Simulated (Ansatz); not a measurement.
# Si2H8O (built from SMILES O.[SiH3][SiH3]): search for a transition state, part 2 of 3

Ansatz 0.2.0, Gaussian basis; PBE0-D4. The steps go on from the part before.

## 5. Saddle search in triple zeta

The search itself is an outer loop (partitioned rational-function steps, Bofill update of the Hessian). Each step is one single-point run with forces. It stops when the largest force is under 0.01 eV/Å and the followed curvature is negative. The first step's input:

File saddle/in.yaml:

```yaml
crystal:
  periodic: [false, false, false]
  atoms:
    - {symbol: Si, position_ang: [-1.000016, 0.242587, -0.780794]}
    - {symbol: Si, position_ang: [1.003589, -1.029180, 0.754908]}
    - {symbol: H, position_ang: [-0.499553, -0.753125, -1.768250]}
    - {symbol: H, position_ang: [-1.938418, -0.270630, 0.252515]}
    - {symbol: H, position_ang: [-1.815051, 1.215443, -1.595794]}
    - {symbol: H, position_ang: [0.619219, 1.009300, 0.403737]}
    - {symbol: O, position_ang: [0.099870, 1.661047, -0.255116]}
    - {symbol: H, position_ang: [1.537545, -0.876839, 2.159862]}
    - {symbol: H, position_ang: [0.101198, -2.233450, 0.812781]}
    - {symbol: H, position_ang: [2.181589, -1.445776, -0.086271]}
    - {symbol: H, position_ang: [-0.289972, 2.480723, 0.102322]}
basis:
  gaussian: {orbitals: def2-TZVP}
hamiltonian: {xc: pbe0, dispersion: d4}
output: {forces: true}
scf: {lower_state_search: off}
```

Run with:

```bash
> ansatz run in.yaml --threads 4 --pin off --events-out ev --progress --plain --max-ram 9574MiB
```

The driver's record:

```
step   energy (eV)  largest force (eV/Å)  followed curvature (eV/Å²)
   1  -17923.07658                0.2178                       -6.29
   2  -17923.08776                0.0836                       -6.12
   3  -17923.08812                0.0233                       -6.23
   4  -17923.08841                0.0380                       -6.24
   5  -17923.08859                0.0348                       -6.27
   6  -17923.08868                0.0300                       -6.30
   7  -17923.08875                0.0265                       -6.33
   8  -17923.08880                0.0192                       -6.36
   9  -17923.08883                0.0140                       -6.38
  10  -17923.08885                0.0104                       -6.39
  11  -17923.08887                0.0069                       -6.41
```

The 11 steps took 19 s in all (4 threads of Arm Neoverse V1, shared host).

The point found:

```xyz
11
charge 0, multiplicity 1
Si   -0.9842    0.2381   -0.7384
Si    0.9915   -1.0344    0.7325
H    -0.5496   -0.7501   -1.7542
H    -1.8960   -0.2701    0.3122
H    -1.8321    1.2042   -1.5175
H     0.6417    1.0214    0.3761
O     0.1161    1.6495   -0.2908
H     1.4045   -0.8923    2.1696
H     0.1311   -2.2585    0.6973
H     2.2403   -1.3947   -0.0114
H    -0.2633    2.4871    0.0244
```

Followed mode, largest move set to 1: H6 (0.06, -1.00, 0.04); Si1 (-0.11, 0.42, -0.09); H3 (0.12, 0.24, 0.17); Si2 (0.19, 0.13, 0.17).

## 6. Checking the order of the point

File vib/in.yaml:

```yaml
crystal:
  periodic: [false, false, false]
  atoms:
    - {symbol: Si, position_ang: [-0.984181, 0.238086, -0.738431]}
    - {symbol: Si, position_ang: [0.991457, -1.034426, 0.732514]}
    - {symbol: H, position_ang: [-0.549605, -0.750113, -1.754223]}
    - {symbol: H, position_ang: [-1.896023, -0.270081, 0.312200]}
    - {symbol: H, position_ang: [-1.832069, 1.204181, -1.517466]}
    - {symbol: H, position_ang: [0.641734, 1.021403, 0.376132]}
    - {symbol: O, position_ang: [0.116117, 1.649500, -0.290798]}
    - {symbol: H, position_ang: [1.404453, -0.892342, 2.169550]}
    - {symbol: H, position_ang: [0.131123, -2.258511, 0.697343]}
    - {symbol: H, position_ang: [2.240297, -1.394725, -0.011359]}
    - {symbol: H, position_ang: [-0.263303, 2.487129, 0.024438]}
basis:
  gaussian: {orbitals: def2-TZVP}
hamiltonian: {xc: pbe0, dispersion: d4}
phonons: {temperatures: {t_min: 298.15, t_max: 900, t_step: 200}}
```

Run with:

```bash
> ansatz run in.yaml --threads 4 --pin off --events-out ev --progress --plain --max-ram 9574MiB
```

The log of the run (excerpt; [...] marks lines left out):

```text
Functional definition: PBE0
  name "PBE0"
  cite "Adamo & Barone, J. Chem. Phys. 110, 6158 (1999) doi:10.1063/1.478522"
  cite "Perdew, Burke & Ernzerhof, Phys. Rev. Lett. 77, 3865 (1996) doi:10.1103/PhysRevLett.77.3865"
  parent pbe
[...]
1039 factors; their error is unknown
[...]
mean field -17922.91406753 eV, -658.6549433943 hartree, gradient 1.7e-5 eV, S^2 0.000000; 0 other end points of the search recorded, 0 dependent functions left out
[...]
WARN: phonons: modes at or below zero, which the zero-point energy, F, S and C_V leave out: 1, the lowest at -568.52 cm⁻¹. A minimum has none, and a first-order saddle one
[...]
Atom 8 at     0.131123    -2.258511     0.697343 Å, force    -0.000055    -0.000559    -0.000504 eV/Å
Atom 9 at     2.240297    -1.394725    -0.011359 Å, force    -0.001390     0.000494     0.001110 eV/Å
Atom 10 at    -0.263303     2.487129     0.024438 Å, force    -0.001399     0.001535    -0.001275 eV/Å
Dipole moment:    -0.224098     0.777367     0.004048 e Å
Vibrations: -568.52 53.20 228.18 253.74 288.42 309.06 372.19 446.37 584.52 641.77 702.91 783.98 857.85 919.03 942.36 945.30 1008.88 1033.35 1192.26 2124.04 2141.39 2163.68 2171.34 2218.68 2251.54 2340.69 3690.03 cm⁻¹, zero-point energy 1.900971 eV
```

It took 79 s on 4 threads of Arm Neoverse V1, shared host.

Wavenumbers and character of the modes:

| mode | wavenumber (cm⁻¹) | character |
| --- | --- | --- |
| 1 | 569i | changes Si2–H6, H6–O7 |
| 2 | 53 | bend |
| 3 | 228 | not assigned (largely outside the bonds, angles and torsions drawn) |
| 4 | 254 | not assigned (largely outside the bonds, angles and torsions drawn) |
| 5 | 288 | bend with torsion |
| 6 | 309 | not assigned (largely outside the bonds, angles and torsions drawn) |
| 7 | 372 | torsion with bend |
| 8 | 446 | not assigned (largely outside the bonds, angles and torsions drawn) |
| 9 | 585 | bend with torsion |
| 10 | 642 | bend |
| 11 | 703 | not assigned (largely outside the bonds, angles and torsions drawn) |
| 12 | 784 | bend |
| 13 | 858 | bend |
| 14 | 919 | bend |
| 15 | 942 | bend |
| 16 | 945 | bend |
| 17 | 1009 | bend |
| 18 | 1033 | bend with torsion |
| 19 | 1192 | bend |
| 20 | 2124 | Si–H stretch |
| 21 | 2141 | Si–H stretch |
| 22 | 2164 | Si–H stretch |
| 23 | 2171 | Si–H stretch |
| 24 | 2219 | Si–H stretch |
| 25 | 2252 | Si–H stretch |
| 26 | 2341 | O–H stretch |
| 27 | 3690 | O–H stretch |

Vibrational sums (real modes only):

```csv
T (K),entropy (J/mol/K),heat capacity (J/mol/K)
298,63.4,76.0
498,112.1,114.2
698,155.0,139.8
898,192.5,158.1
```

## 7. Relaxing after a step of 0.30 Å one way along the mode

File downa/in.yaml:

```yaml
crystal:
  periodic: [false, false, false]
  atoms:
    - {symbol: Si, position_ang: [-1.017079, 0.364693, -0.765989]}
    - {symbol: Si, position_ang: [1.047235, -0.996885, 0.782898]}
    - {symbol: H, position_ang: [-0.512209, -0.677912, -1.703458]}
    - {symbol: H, position_ang: [-1.854805, -0.240304, 0.314799]}
    - {symbol: H, position_ang: [-1.895059, 1.226752, -1.565478]}
    - {symbol: H, position_ang: [0.660195, 0.722243, 0.388875]}
    - {symbol: O, position_ang: [0.049529, 1.633330, -0.323462]}
    - {symbol: H, position_ang: [1.444599, -0.925928, 2.213776]}
    - {symbol: H, position_ang: [0.136489, -2.205331, 0.691882]}
    - {symbol: H, position_ang: [2.250015, -1.389006, -0.005944]}
    - {symbol: H, position_ang: [-0.308909, 2.488448, -0.027999]}
basis:
  gaussian: {orbitals: def2-TZVP}
hamiltonian: {xc: pbe0, dispersion: d4}
relax: {f_tol: 0.005, max_steps: 200}
```

Run with:

```bash
> ansatz run in.yaml --threads 4 --pin off --events-out ev --progress --plain --max-ram 9574MiB
```

The log of the run:

```text
Functional definition: PBE0
  name "PBE0"
  cite "Adamo & Barone, J. Chem. Phys. 110, 6158 (1999) doi:10.1063/1.478522"
  cite "Perdew, Burke & Ernzerhof, Phys. Rev. Lett. 77, 3865 (1996) doi:10.1103/PhysRevLett.77.3865"
  parent pbe
  parameter a = 0.25
  parameter kappa = 0.804
  parameter beta = 0.06672455060314922
  exchange = (1 - a)*pbe_x(kappa = kappa, mu = beta*pi^2/3) + a*exact_x
  correlation = pbe_c(beta = beta)
1039 factors; their error is unknown
mean field evaluation 1: about -17919.8396 eV, gradient 4.6e1 eV
mean field evaluation 2: about -17913.9370 eV, gradient 7.4e1 eV
mean field evaluation 4: about -17923.2622 eV, gradient 1.8e0 eV
mean field evaluation 8: about -17923.2705 eV, gradient 4.7e-2 eV
mean field evaluation 16: about -17923.3401 eV, gradient 2.3e-5 eV
mean field -17923.34008087 eV, -658.6705990958 hartree, gradient 2.3e-5 eV, S^2 0.000000; 0 other end points of the search recorded, 0 dependent functions left out
the calculation of the forces begins
reference -17923.34011633 eV, -658.6706003988 hartree; 22, 22 occupied and 131, 131 virtual orbitals, 1039 factors
relax step   1: F+E_penalty+E_count = -17923.50901979 eV  Δ(F+E_penalty+E_count) = +0.000e0 eV  max|allowed force component| = 2.148e0 eV/Å  Δτ_max = 0.0000 Å  (26 SCF iters, accepted)
these checks for a lower state are left out or cut short: starts, cluster_reference, orbital_swaps, neighbouring_geometries, increment
1039 factors; their error is unknown
mean field -17923.86143841 eV, -658.6897586319 hartree, gradient 2.2e-5 eV, S^2 0.000000; 0 other end points of the search recorded, 0 dependent functions left out
the calculation of the forces begins
reference -17923.86147426 eV, -658.6897599493 hartree; 22, 22 occupied and 131, 131 virtual orbitals, 1039 factors
relax step   2: F+E_penalty+E_count = -17924.02740245 eV  Δ(F+E_penalty+E_count) = -5.184e-1 eV  max|allowed force component| = 2.513e0 eV/Å  Δτ_max = 0.1964 Å  (29 SCF iters, accepted)
these checks for a lower state are left out or cut short: starts, cluster_reference, orbital_swaps, neighbouring_geometries, increment
1039 factors; their error is unknown
mean field -17924.51135687 eV, -658.7136426948 hartree, gradient 1.5e-5 eV, S^2 0.000000; 0 other end points of the search recorded, 0 dependent functions left out
the calculation of the forces begins
reference -17924.51139272 eV, -658.7136440122 hartree; 22, 22 occupied and 131, 131 virtual orbitals, 1039 factors
relax step   3: F+E_penalty+E_count = -17924.67515478 eV  Δ(F+E_penalty+E_count) = -6.478e-1 eV  max|allowed force component| = 1.349e0 eV/Å  Δτ_max = 0.1944 Å  (27 SCF iters, accepted)
[... from here on, the SCF cycles and remarks between the steps are left out ...]
relax step   4: F+E_penalty+E_count = -17925.01334728 eV  Δ(F+E_penalty+E_count) = -3.382e-1 eV  max|allowed force component| = 1.456e0 eV/Å  Δτ_max = 0.1948 Å  (28 SCF iters, accepted)
relax step   5: F+E_penalty+E_count = -17925.31643970 eV  Δ(F+E_penalty+E_count) = -3.031e-1 eV  max|allowed force component| = 9.169e-1 eV/Å  Δτ_max = 0.2000 Å  (28 SCF iters, accepted)
relax step   6: F+E_penalty+E_count = -17925.41645355 eV  Δ(F+E_penalty+E_count) = -1.000e-1 eV  max|allowed force component| = 4.576e-1 eV/Å  Δτ_max = 0.1993 Å  (28 SCF iters, accepted)
relax step   7: F+E_penalty+E_count = -17925.44270328 eV  Δ(F+E_penalty+E_count) = -2.625e-2 eV  max|allowed force component| = 2.666e-1 eV/Å  Δτ_max = 0.1979 Å  (26 SCF iters, accepted)
relax step   8: F+E_penalty+E_count = -17925.38667504 eV  Δ(F+E_penalty+E_count) = +5.603e-2 eV  max|allowed force component| = 5.965e-1 eV/Å  Δτ_max = 0.1724 Å  (28 SCF iters, rejected (line search))
relax step   9: F+E_penalty+E_count = -17925.45207578 eV  Δ(F+E_penalty+E_count) = -9.372e-3 eV  max|allowed force component| = 2.739e-2 eV/Å  Δτ_max = 0.0862 Å  (28 SCF iters, accepted)
relax step  10: F+E_penalty+E_count = -17925.45420566 eV  Δ(F+E_penalty+E_count) = -2.130e-3 eV  max|allowed force component| = 1.894e-2 eV/Å  Δτ_max = 0.0556 Å  (27 SCF iters, accepted)
relax step  11: F+E_penalty+E_count = -17925.45504263 eV  Δ(F+E_penalty+E_count) = -8.370e-4 eV  max|allowed force component| = 1.498e-1 eV/Å  Δτ_max = 0.1473 Å  (28 SCF iters, accepted)
relax step  12: F+E_penalty+E_count = -17925.45649607 eV  Δ(F+E_penalty+E_count) = -1.453e-3 eV  max|allowed force component| = 2.332e-1 eV/Å  Δτ_max = 0.0214 Å  (29 SCF iters, accepted)
relax step  13: F+E_penalty+E_count = -17925.45799101 eV  Δ(F+E_penalty+E_count) = -1.495e-3 eV  max|allowed force component| = 9.461e-3 eV/Å  Δτ_max = 0.0407 Å  (27 SCF iters, accepted)
relax step  14: F+E_penalty+E_count = -17925.45878135 eV  Δ(F+E_penalty+E_count) = -7.903e-4 eV  max|allowed force component| = 8.135e-2 eV/Å  Δτ_max = 0.0718 Å  (28 SCF iters, accepted)
relax step  15: F+E_penalty+E_count = -17925.45901452 eV  Δ(F+E_penalty+E_count) = -2.332e-4 eV  max|allowed force component| = 8.550e-2 eV/Å  Δτ_max = 0.0688 Å  (28 SCF iters, accepted)
relax step  16: F+E_penalty+E_count = -17925.45929220 eV  Δ(F+E_penalty+E_count) = -2.777e-4 eV  max|allowed force component| = 3.259e-2 eV/Å  Δτ_max = 0.0167 Å  (29 SCF iters, accepted)
relax step  17: F+E_penalty+E_count = -17925.45944101 eV  Δ(F+E_penalty+E_count) = -1.488e-4 eV  max|allowed force component| = 1.133e-2 eV/Å  Δτ_max = 0.0173 Å  (28 SCF iters, accepted)
relax step  18: F+E_penalty+E_count = -17925.45961616 eV  Δ(F+E_penalty+E_count) = -1.751e-4 eV  max|allowed force component| = 2.619e-2 eV/Å  Δτ_max = 0.0373 Å  (28 SCF iters, accepted)
relax step  19: F+E_penalty+E_count = -17925.45837980 eV  Δ(F+E_penalty+E_count) = +1.236e-3 eV  max|allowed force component| = 1.318e-1 eV/Å  Δτ_max = 0.1424 Å  (27 SCF iters, rejected (line search))
relax step  20: F+E_penalty+E_count = -17925.45949804 eV  Δ(F+E_penalty+E_count) = +1.181e-4 eV  max|allowed force component| = 5.611e-2 eV/Å  Δτ_max = 0.0084 Å  (22 SCF iters, rejected (line search))
relax step  21: F+E_penalty+E_count = -17925.45967124 eV  Δ(F+E_penalty+E_count) = -5.508e-5 eV  max|allowed force component| = 4.725e-3 eV/Å  Δτ_max = 0.0042 Å  (21 SCF iters, accepted)
relax step  22: F+E_penalty+E_count = -17925.45983742 eV  Δ(F+E_penalty+E_count) = -1.662e-4 eV  max|allowed force component| = 7.762e-2 eV/Å  Δτ_max = 0.0951 Å  (27 SCF iters, accepted)
relax step  23: F+E_penalty+E_count = -17925.46011897 eV  Δ(F+E_penalty+E_count) = -2.815e-4 eV  max|allowed force component| = 3.593e-2 eV/Å  Δτ_max = 0.0197 Å  (29 SCF iters, accepted)
relax step  24: F+E_penalty+E_count = -17925.46050260 eV  Δ(F+E_penalty+E_count) = -3.836e-4 eV  max|allowed force component| = 1.497e-2 eV/Å  Δτ_max = 0.0428 Å  (28 SCF iters, accepted)
relax step  25: F+E_penalty+E_count = -17925.46006063 eV  Δ(F+E_penalty+E_count) = +4.420e-4 eV  max|allowed force component| = 1.469e-1 eV/Å  Δτ_max = 0.1932 Å  (26 SCF iters, rejected (line search))
relax step  26: F+E_penalty+E_count = -17925.45173351 eV  Δ(F+E_penalty+E_count) = +8.769e-3 eV  max|allowed force component| = 4.775e-1 eV/Å  Δτ_max = 0.0248 Å  (28 SCF iters, rejected (line search))
relax step  27: F+E_penalty+E_count = -17925.46063855 eV  Δ(F+E_penalty+E_count) = -1.359e-4 eV  max|allowed force component| = 8.854e-3 eV/Å  Δτ_max = 0.0124 Å  (29 SCF iters, accepted)
relax step  28: F+E_penalty+E_count = -17925.46130299 eV  Δ(F+E_penalty+E_count) = -6.644e-4 eV  max|allowed force component| = 4.643e-2 eV/Å  Δτ_max = 0.0977 Å  (27 SCF iters, accepted)
relax step  29: F+E_penalty+E_count = -17925.46042458 eV  Δ(F+E_penalty+E_count) = +8.784e-4 eV  max|allowed force component| = 1.439e-1 eV/Å  Δτ_max = 0.1405 Å  (27 SCF iters, rejected (line search))
relax step  30: F+E_penalty+E_count = -17925.46195838 eV  Δ(F+E_penalty+E_count) = -6.554e-4 eV  max|allowed force component| = 3.863e-2 eV/Å  Δτ_max = 0.0691 Å  (27 SCF iters, accepted)
relax step  31: F+E_penalty+E_count = -17925.46233339 eV  Δ(F+E_penalty+E_count) = -3.750e-4 eV  max|allowed force component| = 4.110e-2 eV/Å  Δτ_max = 0.0731 Å  (27 SCF iters, accepted)
relax step  32: F+E_penalty+E_count = -17925.46278520 eV  Δ(F+E_penalty+E_count) = -4.518e-4 eV  max|allowed force component| = 6.178e-2 eV/Å  Δτ_max = 0.0696 Å  (28 SCF iters, accepted)
relax step  33: F+E_penalty+E_count = -17925.46306407 eV  Δ(F+E_penalty+E_count) = -2.789e-4 eV  max|allowed force component| = 4.732e-2 eV/Å  Δτ_max = 0.0070 Å  (22 SCF iters, accepted)
relax step  34: F+E_penalty+E_count = -17925.46352114 eV  Δ(F+E_penalty+E_count) = -4.571e-4 eV  max|allowed force component| = 2.080e-2 eV/Å  Δτ_max = 0.0393 Å  (28 SCF iters, accepted)
relax step  35: F+E_penalty+E_count = -17925.46373413 eV  Δ(F+E_penalty+E_count) = -2.130e-4 eV  max|allowed force component| = 2.113e-2 eV/Å  Δτ_max = 0.0630 Å  (28 SCF iters, accepted)
relax step  36: F+E_penalty+E_count = -17925.46378747 eV  Δ(F+E_penalty+E_count) = -5.334e-5 eV  max|allowed force component| = 1.380e-2 eV/Å  Δτ_max = 0.0192 Å  (29 SCF iters, accepted)
relax step  37: F+E_penalty+E_count = -17925.46380182 eV  Δ(F+E_penalty+E_count) = -1.434e-5 eV  max|allowed force component| = 8.107e-3 eV/Å  Δτ_max = 0.0044 Å  (22 SCF iters, accepted)
relax step  38: F+E_penalty+E_count = -17925.46381130 eV  Δ(F+E_penalty+E_count) = -9.486e-6 eV  max|allowed force component| = 5.640e-3 eV/Å  Δτ_max = 0.0046 Å  (22 SCF iters, accepted)
relax step  39: F+E_penalty+E_count = -17925.46382765 eV  Δ(F+E_penalty+E_count) = -1.634e-5 eV  max|allowed force component| = 9.662e-3 eV/Å  Δτ_max = 0.0125 Å  (29 SCF iters, accepted)
relax step  40: F+E_penalty+E_count = -17925.46383827 eV  Δ(F+E_penalty+E_count) = -1.062e-5 eV  max|allowed force component| = 5.245e-3 eV/Å  Δτ_max = 0.0150 Å  (29 SCF iters, accepted)
relax step  41: F+E_penalty+E_count = -17925.46384478 eV  Δ(F+E_penalty+E_count) = -6.516e-6 eV  max|allowed force component| = 6.015e-3 eV/Å  Δτ_max = 0.0084 Å  (30 SCF iters, accepted)
relax step  42: F+E_penalty+E_count = -17925.46385512 eV  Δ(F+E_penalty+E_count) = -1.034e-5 eV  max|allowed force component| = 9.626e-3 eV/Å  Δτ_max = 0.0139 Å  (29 SCF iters, accepted)
relax step  43: F+E_penalty+E_count = -17925.46386450 eV  Δ(F+E_penalty+E_count) = -9.371e-6 eV  max|allowed force component| = 6.581e-3 eV/Å  Δτ_max = 0.0185 Å  (29 SCF iters, accepted)
relax step  44: F+E_penalty+E_count = -17925.46386947 eV  Δ(F+E_penalty+E_count) = -4.975e-6 eV  max|allowed force component| = 4.948e-3 eV/Å  Δτ_max = 0.0097 Å  (28 SCF iters, accepted)
relax step  45: F+E_penalty+E_count = -17925.46387352 eV  Δ(F+E_penalty+E_count) = -4.050e-6 eV  max|allowed force component| = 4.133e-3 eV/Å  Δτ_max = 0.0116 Å  (29 SCF iters, accepted)
these checks for a lower state are left out or cut short: starts, cluster_reference, orbital_swaps, neighbouring_geometries, increment
1039 factors; their error is unknown
mean field -17925.32528226 eV, -658.7435539013 hartree, gradient 9.9e-6 eV, S^2 0.000000; 0 other end points of the search recorded, 0 dependent functions left out
the calculation of the forces begins
reference -17925.32531960 eV, -658.7435552733 hartree; 22, 22 occupied and 131, 131 virtual orbitals, 1039 factors
relax step  46: F+E_penalty+E_count = -17925.46387605 eV  Δ(F+E_penalty+E_count) = -2.529e-6 eV  max|allowed force component| = 2.820e-3 eV/Å  Δτ_max = 0.0068 Å  (22 SCF iters, accepted)
1039 factors; their error is unknown
mean field -17925.32528226 eV, -658.7435539013 hartree, gradient 1.4e-5 eV, S^2 0.000000; 1 other end points of the search recorded, 0 dependent functions left out
the calculation of the forces begins
reference -17925.32531960 eV, -658.7435552733 hartree; 22, 22 occupied and 131, 131 virtual orbitals, 1039 factors
Total energy: -17925.46391338 eV, -658.7486485010 hartree
Atom 0 at    -1.277333     0.749242    -1.024217 Å, force     0.000320    -0.002024    -0.000538 eV/Å
Atom 1 at     1.402003    -1.339360     1.118524 Å, force    -0.001395     0.000325    -0.002820 eV/Å
Atom 2 at    -0.357295    -0.333027    -1.445025 Å, force    -0.000084     0.000355     0.000500 eV/Å
Atom 3 at    -2.000889     0.342593     0.211452 Å, force    -0.000016     0.000600    -0.000663 eV/Å
Atom 4 at    -2.286975     0.992135    -2.091170 Å, force    -0.000225     0.000233     0.000452 eV/Å
Atom 5 at     0.988579     0.073503     1.310850 Å, force     0.000781    -0.002598    -0.000152 eV/Å
Atom 6 at    -0.330281     2.073259    -0.771709 Å, force    -0.000408    -0.000151     0.000034 eV/Å
Atom 7 at     2.212219    -1.781095     2.282764 Å, force     0.000067     0.000157     0.000189 eV/Å
Atom 8 at     0.195106    -2.197825     1.007158 Å, force     0.001616     0.001668     0.000493 eV/Å
Atom 9 at     2.210823    -1.458562    -0.120383 Å, force    -0.000961     0.000500     0.002184 eV/Å
Atom 10 at    -0.755955     2.879238    -0.478343 Å, force     0.000307     0.000935     0.000321 eV/Å
Dipole moment:    -0.215817     0.193563     0.068705 e Å
```

Wall time 77 s (4 threads of Arm Neoverse V1, shared host).

Along the way: (not every step is listed) (the energy doesn't fall at every step)

```
step  energy from step 1 (eV)  largest force component (eV/Å)
   1                   0.0000                          2.1476
   2                  -0.5184                          2.5131
   3                  -1.1661                          1.3493
   4                  -1.5043                          1.4559
   5                  -1.8074                          0.9169
   6                  -1.9074                          0.4576
   7                  -1.9337                          0.2666
   8                  -1.8777                          0.5965
   9                  -1.9431                          0.0274
  12                  -1.9475                          0.2332
  15                  -1.9500                          0.0855
  18                  -1.9506                          0.0262
  21                  -1.9507                          0.0047
  24                  -1.9515                          0.0150
  27                  -1.9516                          0.0089
  30                  -1.9529                          0.0386
  33                  -1.9540                          0.0473
  36                  -1.9548                          0.0138
  39                  -1.9548                          0.0097
  41                  -1.9548                          0.0060
  42                  -1.9548                          0.0096
  43                  -1.9548                          0.0066
  44                  -1.9548                          0.0049
  45                  -1.9549                          0.0041
  46                  -1.9549                          0.0028
```

Close pairs (by a distance rule), those that changed most:

```
   bond  before (Å)  after (Å)  change (Å)
 Si2–H6       1.806      1.485      -0.321
 Si1–O7       1.715      1.647      -0.068
 Si2–H9       1.516      1.485      -0.031
 Si1–H5       1.467      1.489      +0.022
 O7–H11       0.973      0.958      -0.016
 Si1–H3       1.490      1.482      -0.009
 Si1–H4       1.495      1.489      -0.007
Si2–H10       1.491      1.484      -0.007
```

(Continued in part 3 of 3.)
